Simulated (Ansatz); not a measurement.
**What a trial cell of Si₃Sb relaxes into**

Method: DFT PBE, scalar-relativistic, plane waves, PAW in Ansatz. Cutoff 420 eV, Γ-centred k mesh, Gaussian smearing, no spin polarisation in the final step.

Si₃Sb was placed on the Cu3Au (L1_2) structure type (Pm-3m, No. 221), with Sb in place of Au, Si in place of Cu, at a guessed volume.

```yaml
crystal:
  lattice:
    - [4.13875, 0.00000, 0.00000]
    - [0.00000, 4.13875, 0.00000]
    - [0.00000, 0.00000, 4.13875]
  atoms:
    - { symbol: Si, position: [0.00000, 0.50000, 0.50000] }
    - { symbol: Si, position: [0.50000, 0.00000, 0.50000] }
    - { symbol: Si, position: [0.50000, 0.50000, 0.00000] }
    - { symbol: Sb, position: [0.00000, 0.00000, 0.00000] }
```

Cell and atoms relax at zero pressure; the relaxation can't lower the symmetry of the start. After a coarse first stage the cell is made exact in the group found at 0.06 Å.

Formation energies are uncorrected and refer to the elements' standard structures at the same level.

**Question.** Which crystal results?

**Answer.** It keeps Pm-3m (No. 221). The result has the Cu3Au (L1_2) structure. Conventional cell: a = 4.209 Å. Si has 4 Sb at 2.98 Å and 8 Si at 2.98 Å; around Sb lie 12 Si at 2.98 Å.

Space group Pm-3m (No. 221). a = 4.209 Å, b = 4.209 Å, c = 4.209 Å, α = 90.00°, β = 90.00°, γ = 90.00°
```json
{"atom": "Si", "site": "3c", "symmetry": "4/mm.m", "x": "0.0000", "y": "0.5000", "z": "0.5000"}
{"atom": "Sb", "site": "1a", "symmetry": "m-3m", "x": "0.0000", "y": "0.0000", "z": "0.0000"}
```

**Question.** What are its volume, energy, density and gap?

**Answer.** The volume per atom is 18.64 Å³. The density is 4.59 g/cm³, the energy over the elements is 0.68 eV/atom and the gap on the 12×12×12 mesh is 0 eV (a metal).

The final run used a 12×12×12 mesh on its 4-atom cell and 0.10 eV smearing. The k mesh leaves about 4 meV/atom of noise in metals. Spin–orbit coupling is left out. Symmetry constrained the relaxation, so the result can be a saddle point. The steps took of the order of 29 core-seconds in all.

Cost: 3 runs of about 0.48 core-minutes in all, on Arm Neoverse V2 (shared hosts).